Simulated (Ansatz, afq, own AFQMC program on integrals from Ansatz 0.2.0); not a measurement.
# GeNH₂, quartet: AFQMC among the cluster methods

```xyz
4

Ge    0.0000    0.0000    2.6985
N     0.0000    0.0000   -0.5035
H     0.0000    0.8309   -1.0975
H     0.0000   -0.8309   -1.0975
```

Connectivity, by distances: Ge ··· NH2.

Basis cc-pVDZ. Only valence electrons are correlated. AFQMC by an in-house program on the Cholesky factors that Ansatz 0.2.0 writes for its CCSD(T) run. ph-AFQMC/CISD is guided by a CISD state made of CCSD amplitudes; releasing the constraint for a short imaginary time cuts its bias at the price of noise, slowly where states lie close. Uncertainties: one standard error, sampling alone. No spin–orbit coupling.

Determinant: UHF, the one that the program's search chose, which needn't be the lowest solution. The geometry is a point of a scan.

No full CI on the walks' own integrals is used here; CCSDT(Q) serves as the reference and is uncertain by about the last step of the cluster series.

Cautions: no relativity below Rb; no spin-orbit coupling; inner d shell frozen; lower spins were not checked; the released energies move by 1.5 errors or more from one time to the next, so no released level is given (meV from the phaseless value at times in 1/Eh: -2 ± 11 at 0.24, -6 ± 12 at 0.51, -14 ± 10 at 0.99, 0 ± 10 at 1.62, -34 ± 17 at 2.40), though the last usable value meets CCSDT(Q) within the noise.

The T1 diagnostic is 0.0092, the weight of the determinant in the CISD state is 0.898 and the ⟨S²⟩ of the determinant is 3.769. The size of the correlated space is 11 electrons in 36 orbitals.

```tsv
level	correlation energy (eV)
MP2	-5.0387
CCSD	-5.9856
CCSD(T)	-6.0844
```

**Question.** Estimate where phaseless AFQMC with the Hartree–Fock trial lies against CCSD(T) on the same integrals.

**Answer.** 6.1 ± 4.3 kJ/mol above CCSD(T). The gap is under twice the noise, so this walk alone can't tell the two apart.

Reference: CCSDT(Q), correlation energy -6.110 eV.

```
        level  E − E(reference) (kJ/mol)  share of correlation (%)
      CCSD(T)                        2.5                     99.58
        CCSDT                        0.7                     99.88
  ph-AFQMC/HF                  8.6 ± 4.3                     98.54
ph-AFQMC/CISD                  2.4 ± 1.0                     99.59
```

A walk keeps the symmetry of its determinant, which the program's search chose and which needn't be the lowest solution, so a lower state of the same spin and another symmetry isn't excluded.
